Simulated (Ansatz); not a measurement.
# A ladder of methods for CH8Si2 (SMILES [SiH3]C[SiH3])

CH8Si2 has 11 atoms, charge 0, and is taken as a singlet. SMILES: `[SiH3]C[SiH3]`. The shape was relaxed beforehand at r2SCAN/def2-SVP.

Quantity: the adiabatic ionisation energy (to the doublet cation, shapes relaxed at r2SCAN/def2-SVP, no zero-point term), in eV. The values are calculated.

```tsv
level	kind	program	value (eV)	less CCSD(T)/def2-SVP	CPU time (all runs)
HF/def2-SVP	Hartree–Fock	Ansatz	9.37	-0.64	2 s
BLYP/def2-SVP	GGA	Ansatz	9.61	-0.40	3.4 s
PBE/def2-SVP	GGA	Ansatz	9.74	-0.27	3.6 s
PBE0-D4/def2-SVP	global hybrid	Ansatz	10.00	-0.01	4.4 s
CAM-B3LYP/def2-SVP	range-separated hybrid	Ansatz	10.09	+0.08	5.1 s
B2PLYP/def2-SVP	double hybrid	Ansatz	9.99	-0.02	5.4 s
RPA@PBE/def2-SVP	RPA	Ansatz	10.03	+0.02	6.5 s
CCSD(T)/def2-SVP	coupled cluster or CI	Ansatz	10.01	0.00	14 s
```

CCSD(T)/def2-SVP is the highest level here, not the true value. The values span 9.37 to 10.09 eV. Times are those of the runs behind each value, whatever else they computed, on shared processors of several kinds: orders of magnitude only.
